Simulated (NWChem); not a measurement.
# C3H7Cl (1-chloropropane): levels of theory compared

Aim: a comparison of 6 runs (BHLYP/6-31G*, CAM-B3LYP/6-31G*, M06-2X/6-31G*, M06-L/6-31G*, PBE0/6-31G*, r2SCAN/6-31G*) of C3H7Cl (1-chloropropane). 

Program for the calculation: NWChem 7.3.0.

### 1 Starting point

C3H7Cl: 11 atoms, total charge 0, spin state singlet. As SMILES, `CCCCl`. The shape is that of a PBE0-D4/def2-TZVP optimisation. This is one conformer, not always the lowest.

Bond lengths: C1–C2 1.517 Å, C2–C3 1.511 Å, C3–Cl4 1.790 Å, C1–H5 1.091 Å, C1–H6 1.092 Å, C1–H7 1.094 Å, C2–H8 1.094 Å, C2–H9 1.097 Å, C3–H10 1.089 Å, C3–H11 1.091 Å. Some angles: C1–C2–C3 114.0°, C2–C3–Cl4 112.2°, C1–C2–H8 110.4°, C1–C2–H9 109.9°, C3–C2–H8 109.0°, C3–C2–H9 106.7°, C2–C1–H5 111.0°, C2–C1–H6 111.0°, C2–C1–H7 111.1°, C2–C3–H10 111.6°.

### 2 Energy and forces at BHLYP/6-31G(d) (spherical functions) (run 1)

File m1.nw:

```
start m1
title "C3H7Cl"
memory total 2200 mb

geometry units angstroms noautosym nocenter noautoz
  C    -0.811400    1.004000    0.042600
  C    -0.136300   -0.246800    0.573600
  C     0.973200   -0.768100   -0.310500
  Cl    0.367700   -1.319700   -1.901800
  H    -1.275800    0.816000   -0.927000
  H    -1.588000    1.349300    0.727700
  H    -0.090500    1.816700   -0.083200
  H    -0.872100   -1.041800    0.726600
  H     0.310900   -0.042500    1.554000
  H     1.471500   -1.627200    0.136700
  H     1.716000    0.003200   -0.518100
end

basis spherical bse
  * library 6-31G*
end

dft
  xc bhlyp
  mult 1
  grid xfine
  convergence energy 1e-08
  maxiter 100
  mulliken
  print low
end

task dft gradient
```

The run is started by

```
nwchem m1.nw > m1.out
```

The log of the run:

```text
[...]
 d= 0,ls=0.0,diis     1   -578.5925076379 -7.42D+02  8.51D-03  3.13D-01     3.3
[...]
 d= 0,ls=0.0,diis     8   -578.6384033589 -2.34D-09  7.82D-07  5.32D-09    21.9
         Total DFT energy =     -578.638403358886
      One electron energy =    -1117.853161956094
           Coulomb energy =      423.054931657766
    Exchange-Corr. energy =      -47.132118648734
 Nuclear repulsion energy =      163.291945588177
[...]
      Total Density - Mulliken Population Analysis
     ---------------------------------------------
    Atom       Charge   Shell Charges
 -----------   ------   -------------------------------------------------------
    1 C    6     6.48   2.00  0.66  2.11  0.65  1.02  0.04
    2 C    6     6.29   2.00  0.66  2.09  0.60  0.89  0.05
    3 C    6     6.38   2.00  0.67  2.02  0.67  0.96  0.05
    4 Cl  17    17.10   2.00  2.00  5.98  1.39  3.60  0.55  1.56  0.03
    5 H    1     0.82   0.52  0.29
    6 H    1     0.84   0.53  0.31
    7 H    1     0.85   0.53  0.32
    8 H    1     0.83   0.53  0.30
    9 H    1     0.84   0.53  0.31
   10 H    1     0.79   0.53  0.27
[...]
                         DFT ENERGY GRADIENTS
    atom               coordinates                        gradient
                 x          y          z           x          y          z
   1 C      -1.533324   1.897285   0.080502    0.002456  -0.004270   0.002134
   2 C      -0.257570  -0.466384   1.083947    0.001645   0.002815  -0.006220
   3 C       1.839081  -1.451499  -0.586760   -0.007662  -0.000206  -0.002585
   4 Cl      0.694852  -2.493871  -3.593881    0.001294   0.001962   0.004600
   5 H      -2.410912   1.542016  -1.751776   -0.001316  -0.000964  -0.003406
   6 H      -3.000885   2.549807   1.375154   -0.002458   0.001128   0.002003
   7 H      -0.171020   3.433065  -0.157225    0.002313   0.002451  -0.000452
   8 H      -1.648030  -1.968717   1.373075   -0.002513  -0.003034   0.000499
   9 H       0.587516  -0.080313   2.936634    0.001653   0.000593   0.003478
  10 H       2.780732  -3.074962   0.258326    0.001746  -0.003796   0.001394
  11 H       3.242770   0.006047  -0.979067    0.002841   0.003321  -0.001445
[...]
```

Wall time 28 s (1 thread of AMD EPYC 9R14 (Zen 4), shared host); peak memory 0.15 GiB.

### 3 Energy and gradient at CAM-B3LYP/6-31G(d) (spherical functions) (run 2)

File mymol.nw:

```
start mymol
memory 2200 mb
geometry units angstrom noautosym nocenter noautoz
  C    -0.811400    1.004000    0.042600
  C    -0.136300   -0.246800    0.573600
  C     0.973200   -0.768100   -0.310500
  Cl    0.367700   -1.319700   -1.901800
  H    -1.275800    0.816000   -0.927000
  H    -1.588000    1.349300    0.727700
  H    -0.090500    1.816700   -0.083200
  H    -0.872100   -1.041800    0.726600
  H     0.310900   -0.042500    1.554000
  H     1.471500   -1.627200    0.136700
  H     1.716000    0.003200   -0.518100
end
basis spherical bse
  * library 6-31G*
end
dft
  xc xcamb88 1.00 lyp 0.81 vwn_5 0.19 hfexch 1.00
  cam 0.33 cam_alpha 0.19 cam_beta 0.46
  grid xfine
  convergence energy 1e-08
  direct
  iterations 100
  mulliken
  noprint "final vectors analysis"
end
task dft gradient
```

The run is started by

```
nwchem mymol.nw > mymol.out
```

The log of the run:

```text
[...]
          Wavefunction type:  closed shell.
          No. of atoms     :    11
          No. of electrons :    42
[...]
          Charge           :     0
          Spin multiplicity:     1
[...]
          AO basis - number of functions:    74
[...]
              XC Information
              --------------
                     Hartree-Fock (Exact) Exchange  1.000
                   CAM-Becke88 Exchange Functional  1.000
                      VWN V Correlation Functional  0.190 local
              Lee-Yang-Parr Correlation Functional  0.810
[...]
 d= 0,ls=0.0,diis     1   -578.6032752427 -7.42D+02  8.97D-03  4.09D-01     4.8
[...]
 d= 0,ls=0.0,diis     8   -578.6528770647 -3.49D-09  1.06D-06  1.25D-08    35.0
         Total DFT energy =     -578.652877064725
      One electron energy =    -1117.877740734878
           Coulomb energy =      423.060406658697
    Exchange-Corr. energy =      -47.127488576720
 Nuclear repulsion energy =      163.291945588177
[...]
      Total Density - Mulliken Population Analysis
     ---------------------------------------------
    Atom       Charge   Shell Charges
 -----------   ------   -------------------------------------------------------
    1 C    6     6.45   2.00  0.66  2.14  0.62  0.99  0.04
    2 C    6     6.25   2.00  0.66  2.12  0.57  0.87  0.04
    3 C    6     6.35   2.00  0.67  2.05  0.65  0.93  0.05
    4 Cl  17    17.10   2.00  2.00  5.97  1.39  3.62  0.55  1.55  0.03
    5 H    1     0.83   0.52  0.31
    6 H    1     0.85   0.52  0.33
    7 H    1     0.86   0.52  0.34
    8 H    1     0.84   0.52  0.32
    9 H    1     0.85   0.52  0.33
   10 H    1     0.81   0.52  0.29
[...]
  wavefunction    = closed shell
[...]
                         DFT ENERGY GRADIENTS
    atom               coordinates                        gradient
                 x          y          z           x          y          z
   1 C      -1.533324   1.897285   0.080502    0.001330  -0.002262   0.000974
   2 C      -0.257570  -0.466384   1.083947    0.000811   0.001234  -0.003882
   3 C       1.839081  -1.451499  -0.586760   -0.004022   0.000067  -0.001095
   4 Cl      0.694852  -2.493871  -3.593881    0.002093   0.002460   0.006370
   5 H      -2.410912   1.542016  -1.751776    0.000697  -0.000054   0.001012
   6 H      -3.000885   2.549807   1.375154    0.000989  -0.000477  -0.000896
   7 H      -0.171020   3.433065  -0.157225   -0.000808  -0.001104   0.000165
   8 H      -1.648030  -1.968717   1.373075    0.000742   0.000602  -0.000210
   9 H       0.587516  -0.080313   2.936634   -0.000196  -0.000209  -0.000788
  10 H       2.780732  -3.074962   0.258326   -0.000816   0.000294  -0.000988
  11 H       3.242770   0.006047  -0.979067   -0.000819  -0.000552  -0.000662
[...]
```

Run time: 49 s. Hardware: 1 thread of AMD EPYC 9R14 (Zen 4), shared host; peak memory 0.15 GiB.

### 4 Energy and forces at M06-2X/6-31G(d) (spherical functions) (run 3)

File c3h7cl.nw:

```
start c3h7cl
title "C3H7Cl"
memory stack 880 mb heap 220 mb global 1100 mb
charge 0
geometry units angstroms noautosym nocenter noautoz
C     -0.811400     1.004000     0.042600
C     -0.136300    -0.246800     0.573600
C      0.973200    -0.768100    -0.310500
Cl     0.367700    -1.319700    -1.901800
H     -1.275800     0.816000    -0.927000
H     -1.588000     1.349300     0.727700
H     -0.090500     1.816700    -0.083200
H     -0.872100    -1.041800     0.726600
H      0.310900    -0.042500     1.554000
H      1.471500    -1.627200     0.136700
H      1.716000     0.003200    -0.518100
end
basis spherical bse
* library 6-31G*
end
dft
xc m06-2x
grid xfine
convergence energy 1e-08
iterations 100
mulliken
end
task dft gradient
```

The run is started by

```
nwchem c3h7cl.nw > c3h7cl.out
```

The log of the run:

```text
[...]
          Wavefunction type:  closed shell.
          No. of atoms     :    11
          No. of electrons :    42
[...]
          Charge           :     0
          Spin multiplicity:     1
[...]
          AO basis - number of functions:    74
[...]
              XC Information
              --------------
                       M06-2X Method XC Functional
                     Hartree-Fock (Exact) Exchange  0.540
                        M06-2X Exchange Functional  1.000
                      M06-2X Correlation Potential  1.000
[...]
 d= 0,ls=0.0,diis     1   -578.5890410043 -7.42D+02  8.78D-03  2.85D-01     4.3
[...]
 d= 0,ls=0.0,diis     8   -578.6305049916 -2.10D-09  8.26D-07  6.23D-09    29.5
         Total DFT energy =     -578.630504991611
      One electron energy =    -1117.809108031485
           Coulomb energy =      422.994274165912
    Exchange-Corr. energy =      -47.107616714215
 Nuclear repulsion energy =      163.291945588177
[...]
      Total Density - Mulliken Population Analysis
     ---------------------------------------------
    Atom       Charge   Shell Charges
 -----------   ------   -------------------------------------------------------
    1 C    6     6.49   2.00  0.65  2.11  0.64  1.04  0.03
    2 C    6     6.30   2.00  0.65  2.10  0.59  0.92  0.04
    3 C    6     6.40   2.00  0.67  2.02  0.68  0.99  0.05
    4 Cl  17    17.09   2.00  2.00  5.98  1.39  3.59  0.56  1.56  0.03
    5 H    1     0.81   0.52  0.30
    6 H    1     0.83   0.52  0.31
    7 H    1     0.84   0.52  0.32
    8 H    1     0.82   0.52  0.30
    9 H    1     0.83   0.52  0.31
   10 H    1     0.79   0.52  0.27
[...]
  wavefunction    = closed shell
                         DFT ENERGY GRADIENTS
    atom               coordinates                        gradient
                 x          y          z           x          y          z
   1 C      -1.533324   1.897285   0.080502    0.001335  -0.002875   0.001501
   2 C      -0.257570  -0.466384   1.083947    0.001418   0.001614  -0.004662
   3 C       1.839081  -1.451499  -0.586760   -0.004311   0.000346  -0.000158
   4 Cl      0.694852  -2.493871  -3.593881    0.002243   0.001390   0.004541
   5 H      -2.410912   1.542016  -1.751776    0.000616   0.000338   0.001177
   6 H      -3.000885   2.549807   1.375154    0.000665  -0.000184  -0.000736
   7 H      -0.171020   3.433065  -0.157225   -0.000979  -0.000679   0.000127
   8 H      -1.648030  -1.968717   1.373075    0.000728   0.000743   0.000085
   9 H       0.587516  -0.080313   2.936634   -0.000280  -0.000282  -0.000586
  10 H       2.780732  -3.074962   0.258326   -0.000674   0.000525  -0.000861
  11 H       3.242770   0.006047  -0.979067   -0.000761  -0.000936  -0.000427
[...]
```

It took 40 s on 1 thread of AMD EPYC 9R14 (Zen 4), shared host; peak memory 0.15 GiB.

Runs 4 to 5 aren't shown in full; the table further down has their settings and results.

### 5 Energy and forces at r2SCAN/6-31G(d) (spherical functions) (run 6)

File c3h7cl.nw:

```
START c3h7cl
memory 2200 mb

GEOMETRY units angstroms noautosym nocenter noautoz
 C    -0.811400    1.004000    0.042600
 C    -0.136300   -0.246800    0.573600
 C     0.973200   -0.768100   -0.310500
 Cl    0.367700   -1.319700   -1.901800
 H    -1.275800    0.816000   -0.927000
 H    -1.588000    1.349300    0.727700
 H    -0.090500    1.816700   -0.083200
 H    -0.872100   -1.041800    0.726600
 H     0.310900   -0.042500    1.554000
 H     1.471500   -1.627200    0.136700
 H     1.716000    0.003200   -0.518100
END

BASIS spherical bse
 * library 6-31G*
END

DFT
 xc r2scan
 grid xfine
 convergence energy 1e-08
 maxiter 100
 mulliken
END

TASK dft gradient
```

The run is started by

```
nwchem c3h7cl.nw > c3h7cl.out
```

The log of the run:

```text
[...]
          Wavefunction type:  closed shell.
          No. of atoms     :    11
          No. of electrons :    42
[...]
          Charge           :     0
          Spin multiplicity:     1
[...]
          AO basis - number of functions:    74
[...]
              XC Information
              --------------
                      r^2SCAN Method XC Functional
               r^2SCAN metaGGA Exchange Functional  1.000
                     r^2SCAN Correlation Potential  1.000
[...]
 d= 0,ls=0.0,diis     1   -578.5628430770 -7.42D+02  1.21D-02  3.53D-01     4.5
[...]
 d= 0,ls=0.0,diis     8   -578.6041308918 -9.46D-10  2.24D-06  3.83D-08    30.7
         Total DFT energy =     -578.604130891781
      One electron energy =    -1117.837636915515
           Coulomb energy =      423.014422570774
    Exchange-Corr. energy =      -47.072862135217
 Nuclear repulsion energy =      163.291945588177
[...]
      Total Density - Mulliken Population Analysis
     ---------------------------------------------
    Atom       Charge   Shell Charges
 -----------   ------   -------------------------------------------------------
    1 C    6     6.53   2.00  0.67  2.11  0.66  1.06  0.03
    2 C    6     6.32   2.00  0.67  2.09  0.61  0.92  0.04
    3 C    6     6.42   2.00  0.68  2.02  0.69  0.99  0.05
    4 Cl  17    17.09   2.00  2.00  5.97  1.39  3.60  0.56  1.54  0.03
    5 H    1     0.80   0.52  0.28
    6 H    1     0.82   0.52  0.30
    7 H    1     0.83   0.52  0.31
    8 H    1     0.81   0.52  0.29
    9 H    1     0.82   0.52  0.30
   10 H    1     0.78   0.52  0.26
[...]
  wavefunction    = closed shell
                         DFT ENERGY GRADIENTS
    atom               coordinates                        gradient
                 x          y          z           x          y          z
   1 C      -1.533324   1.897285   0.080502    0.000919  -0.001862   0.000793
   2 C      -0.257570  -0.466384   1.083947    0.001205   0.000698  -0.002083
   3 C       1.839081  -1.451499  -0.586760   -0.003271  -0.000851  -0.003377
   4 Cl      0.694852  -2.493871  -3.593881    0.003177   0.002954   0.008503
   5 H      -2.410912   1.542016  -1.751776    0.001316   0.000520   0.002533
   6 H      -3.000885   2.549807   1.375154    0.002081  -0.000873  -0.001918
   7 H      -0.171020   3.433065  -0.157225   -0.002025  -0.002191   0.000374
   8 H      -1.648030  -1.968717   1.373075    0.002075   0.002208  -0.000467
   9 H       0.587516  -0.080313   2.936634   -0.001485  -0.000553  -0.002624
  10 H       2.780732  -3.074962   0.258326   -0.001726   0.002279  -0.001755
  11 H       3.242770   0.006047  -0.979067   -0.002266  -0.002329   0.000020
[...]
```

Wall time 41 s (1 thread of AMD EPYC 9R14 (Zen 4), shared host); peak memory 0.15 GiB.

### 6 Overview of the runs

```
run                                   level  energy (Eh)  largest force (eV/Å)  wall time
  1      BHLYP/6-31G* (spherical functions)  -578.638403                 0.416       28 s
  2  CAM-B3LYP/6-31G* (spherical functions)  -578.652877                 0.367       49 s
  3     M06-2X/6-31G* (spherical functions)  -578.630505                 0.270       40 s
  4      M06-L/6-31G* (spherical functions)  -578.689541                 0.291       51 s
  5       PBE0/6-31G* (spherical functions)  -578.417770                 0.231       30 s
  6     r2SCAN/6-31G* (spherical functions)  -578.604131                 0.491       41 s
```

### 7 Results

| quantity | value |
| --- | --- |
| run 6: total energy | -578.60413 Eh |
| run 6: dipole moment | 2.21 D |
| run 6: HOMO energy | -7.09 eV |
| run 6: LUMO energy | 0.45 eV |
| run 6: HOMO–LUMO gap | 7.54 eV |
| run 6: largest force on an atom | 0.491 eV/Å |

What this shows: Over runs 2, 3, 4, 5, 6 the dipole moment (its size) runs from 2.17 D (CAM-B3LYP/6-31G*) to 2.21 D (r2SCAN/6-31G*). Over runs 3, 4, 5, 6 the HOMO–LUMO gap runs from 7.53 eV (M06-L/6-31G*) to 11.92 eV (M06-2X/6-31G*). Totals of different functionals can't be ranked against each other. All runs together took 4 min, the longest 51 s.
